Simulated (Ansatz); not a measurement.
# A relaxation, step by step

CH$_{8}$N (SMILES [NH4+].C) (charge +1), closed shell, PBE0-D4/def2-TZVP (Ansatz 0.2.0). Settings:

```yaml
hamiltonian: {xc: pbe0, dispersion: d4}
relax: {f_tol: 0.005, max_steps: 200}
```

Start (the SMILES describes the start alone):

```json
{"atom": "N1", "x (Å)": "-0.0218", "y (Å)": "-0.0795", "z (Å)": "-1.5552"}
{"atom": "H2", "x (Å)": "-0.4200", "y (Å)": "0.7936", "z (Å)": "-1.9484"}
{"atom": "H3", "x (Å)": "-0.5830", "y (Å)": "-0.8889", "z (Å)": "-1.8802"}
{"atom": "H4", "x (Å)": "-0.0398", "y (Å)": "-0.0345", "z (Å)": "-0.5009"}
{"atom": "H5", "x (Å)": "0.9567", "y (Å)": "-0.1878", "z (Å)": "-1.8817"}
{"atom": "C6", "x (Å)": "0.0240", "y (Å)": "0.0789", "z (Å)": "1.5237"}
{"atom": "H7", "x (Å)": "-0.0298", "y (Å)": "0.1102", "z (Å)": "2.6289"}
{"atom": "H8", "x (Å)": "-0.7565", "y (Å)": "0.7737", "z (Å)": "1.1505"}
{"atom": "H9", "x (Å)": "-0.1721", "y (Å)": "-0.9727", "z (Å)": "1.2299"}
{"atom": "H10", "x (Å)": "1.0421", "y (Å)": "0.4067", "z (Å)": "1.2333"}
```

```
               step  energy less the last (meV)  largest force component (eV/Å)
                  1                        44.0                           0.689
                  2                         5.6                           0.326
                  3                         2.1                           0.055
                  4                         1.5                           0.009
                  5                         1.4                           0.016
                  6                         1.3                           0.064
                  7                         1.0                           0.035
                  8                         0.8                           0.025
 9 (rejected trial)                         1.7                           0.174
10 (rejected trial)                         2.7                           0.229
                 11                         0.7                           0.002
                 12                         0.5                           0.005
13 (rejected trial)                        14.0                           0.455
                 14                         0.4                           0.001
15 (rejected trial)                         0.6                           0.096
                 16                         0.2                           0.012
                 17                         0.2                           0.047
                 18                         0.1                           0.018
                 19                         0.1                           0.001
                 20                         0.0                           0.002
```

Step 5, positions (Å) and forces (eV/Å):

```csv
atom,x,y,z,Fx,Fy,Fz
N1,-0.025,-0.082,-1.591,0.003,0.002,0.013
H2,-0.371,0.798,-1.981,0.002,-0.004,-0.007
H3,-0.605,-0.854,-1.926,-0.002,0.004,-0.003
H4,-0.062,-0.041,-0.558,-0.001,-0.003,0.002
H5,0.941,-0.229,-1.892,-0.003,0.001,-0.004
C6,0.026,0.081,1.565,0.000,-0.002,-0.016
H7,-0.019,0.115,2.652,0.001,0.000,0.006
H8,-0.769,0.733,1.193,0.000,-0.002,0.002
H9,-0.130,-0.962,1.273,0.001,0.003,0.003
H10,1.014,0.439,1.265,-0.001,0.002,0.004
```

Step 8, positions (Å) and forces (eV/Å):

```csv
atom,x,y,z,Fx,Fy,Fz
N1,-0.027,-0.082,-1.590,0.002,-0.003,-0.024
H2,-0.290,0.825,-1.983,0.007,-0.020,0.009
H3,-0.669,-0.799,-1.935,0.016,0.018,0.006
H4,-0.073,-0.041,-0.558,0.001,0.002,0.005
H5,0.926,-0.312,-1.881,-0.025,0.003,0.006
C6,0.029,0.081,1.564,-0.001,-0.002,-0.016
H7,-0.022,0.113,2.652,0.001,0.002,0.004
H8,-0.813,0.672,1.192,0.012,-0.011,0.004
H9,-0.047,-0.971,1.274,0.001,0.016,0.001
H10,0.987,0.513,1.265,-0.014,-0.005,0.005
```

Step 12, positions (Å) and forces (eV/Å):

| atom | x | y | z | Fx | Fy | Fz |
| --- | --- | --- | --- | --- | --- | --- |
| N1 | -0.026 | -0.081 | -1.590 | -0.002 | 0.000 | 0.001 |
| H2 | -0.255 | 0.835 | -1.980 | 0.003 | -0.005 | 0.002 |
| H3 | -0.695 | -0.773 | -1.934 | 0.002 | 0.004 | 0.002 |
| H4 | -0.068 | -0.040 | -0.557 | 0.001 | 0.000 | -0.004 |
| H5 | 0.917 | -0.348 | -1.883 | -0.004 | 0.001 | 0.001 |
| C6 | 0.028 | 0.081 | 1.564 | -0.001 | 0.000 | -0.001 |
| H7 | -0.019 | 0.115 | 2.651 | 0.000 | 0.000 | -0.003 |
| H8 | -0.835 | 0.643 | 1.193 | 0.004 | -0.004 | 0.002 |
| H9 | -0.017 | -0.974 | 1.276 | 0.001 | 0.005 | 0.000 |
| H10 | 0.970 | 0.542 | 1.260 | -0.005 | -0.002 | 0.001 |

Last step (20):

N1  (-0.022, -0.081, -1.589)
H2  (-0.151, 0.858, -1.973)
H3  (-0.765, -0.693, -1.934)
H4  (-0.054, -0.042, -0.556)
H5  (0.884, -0.447, -1.889)
C6  (0.023, 0.080, 1.563)
H7  (-0.010, 0.118, 2.651)
H8  (-0.892, 0.557, 1.201)
H9  (0.072, -0.975, 1.281)
H10  (0.915, 0.625, 1.244)
(Å)

The run took about 24 s on 2 CPU threads (shared host).
